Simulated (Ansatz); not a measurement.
A made-up structure of CH₅Si₂ (charge +1), closed shell:

```
8
angstrom
C -1.0798 0.8300 -0.7969
Si 0.2889 0.8646 0.2683
Si 0.8705 -1.2704 0.6119
H -1.4808 -0.1124 -1.1589
H -1.6013 1.7140 -1.1548
H 0.9609 2.0349 0.8522
H 1.1830 0.2090 -0.6189
H 0.0618 -2.2980 -0.0738
```

It is relaxed with PBE-D4/def2-SVP and then PBE0-D4/def2-TZVP (Ansatz 0.2.0). Atoms count as bonded within 1.22 times the sum of their covalent radii (H–H: 0.88 Å). The end point is not checked to be a true minimum.

Question: Does its bonding change? (A judgement: the text doesn't fix the answer.)

Answer: The calculation gives: Yes. Formed: C1–Si3; broken: none.

Where it ends: The first stage lowers the energy by 2.63 eV in 19 steps. It ends as CH₅Si₂ ([CH2]1[SiH][SiH2]1), total charge +1:
C1  (-0.837, 0.349, -0.763)
Si2  (0.864, 0.949, -0.092)
Si3  (-0.282, -0.957, 0.383)
H4  (-1.109, 0.200, -1.808)
H5  (-1.575, 1.012, -0.282)
H6  (0.813, 2.056, 0.878)
H7  (2.098, 0.722, -0.867)
H8  (-0.769, -2.358, 0.480)
(Å)

Labels in which every atom is bracketed show which atoms are joined, not bond orders.

For scale, one of the runs: PBE0-D4/def2-TZVP relaxation, 135 basis functions, launched by `ansatz run in.yaml --threads 2 --pin off --events-out ev --progress --plain --max-ram 4352MiB`. Hardware: 2 CPU threads of an Arm Neoverse V1, shared host. Wall time about 43 s.
